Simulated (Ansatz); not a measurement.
# [NH₂···H···H], doublet along the distance N1-H4

Starting geometry:

```xyz
5

N    -0.1364   -0.0316   -0.0492
H    -0.4337    0.9362   -0.0492
H    -0.4337   -0.4339    0.8311
H     0.8761   -0.0316   -0.0492
H     1.8866   -0.0316   -0.0492
```

From there H4 is moved from one fragment to the other while all else, the fragments' distance too, stays fixed; atoms are numbered as listed. Energies are in kJ/mol, counted from the starting geometry at the same level.

Basis cc-pVTZ; Ansatz 0.2.0. Correlated methods freeze the noble-gas cores. Prefix R: restricted or restricted open-shell reference; prefix U: unrestricted.

Full CI isn't at hand for all of this; UCCSDT(Q) serves as the reference, and is uncertain by about the last step of the cluster series. The frozen core follows each run's orbitals, which can shift R against U totals by a few meV.

```csv
distance N1-H4 (Å),UCCSDT(Q),error RHF,error RMP2,error BCCD(T),error RCCSDT,error UCCSDT,error RCCSDT(Q)
1.012,0.0,0.0,0.0,0.0,0.0,0.0,0.0
1.050,0.5,7.8,1.0,0.1,0.1,0.0,0.0
1.126,8.8,23.6,1.5,0.2,0.1,0.1,0.0
1.202,19.8,28.1,6.0,0.3,0.1,0.0,0.0
1.278,32.0,13.0,17.2,0.4,0.0,-0.1,0.1
```

Errors are those of relative energies. In total energy the starting point itself misses UCCSDT(Q) by: RHF 712.8, RMP2 62.0, BCCD(T) 1.6, RCCSDT 1.0, UCCSDT 0.9, RCCSDT(Q) 0.0 kJ/mol.

Spread of the error over the points with a reference, to 1.278 Å (largest less smallest): RCCSDT(Q) 0.1, UCCSDT 0.2, RCCSDT 0.2, BCCD(T) 0.4, RMP2 17.2, RHF 28.1 kJ/mol.
